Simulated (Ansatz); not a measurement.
B2H4O, SMILES `BBO`. Total charge 0; spin multiplicity 1. All single points use the PBE0-D4/def2-TZVP geometry. It is one conformer, not always the lowest.

```xyz
7

B     0.652   -0.690    0.751
B    -0.125    0.396   -0.253
O    -1.258    0.099   -0.939
H     1.541   -1.394    0.358
H     0.422   -0.746    1.927
H     0.351    1.506   -0.371
H    -1.583    0.829   -1.472
```

(1) What is the dipole moment at PBE/def2-TZVPP? (Best estimate.)

(2) And with r2SCAN, B3LYP, ωB97M-V? (An estimate is asked.)

(3) Give the Mulliken charges with PBE, ωB97M-V, B3LYP in def2-TZVPP. (Best estimate.)

## Answers

(1) The calculation gave: 1.51 D, with components (-0.52, 1.14, -0.84) D in this frame, pointing from negative to positive charge.

(2) Computed: r2SCAN 1.48 D, B3LYP 1.48 D, ωB97M-V 1.49 D.

(3) Computed: 
```json
{"atom": "B1", "PBE": "-0.07", "ωB97M-V": "-0.19", "B3LYP": "-0.10"}
{"atom": "B2", "PBE": "0.08", "ωB97M-V": "0.08", "B3LYP": "0.09"}
{"atom": "O3", "PBE": "-0.22", "ωB97M-V": "-0.25", "B3LYP": "-0.26"}
{"atom": "H4", "PBE": "0.03", "ωB97M-V": "0.08", "B3LYP": "0.04"}
{"atom": "H5", "PBE": "0.03", "ωB97M-V": "0.08", "B3LYP": "0.04"}
{"atom": "H6", "PBE": "-0.04", "ωB97M-V": "0.01", "B3LYP": "-0.03"}
{"atom": "H7", "PBE": "0.21", "ωB97M-V": "0.19", "B3LYP": "0.20"}
```

B3LYP here is the variant with VWN-RPA as its local correlation; programs differ in this.
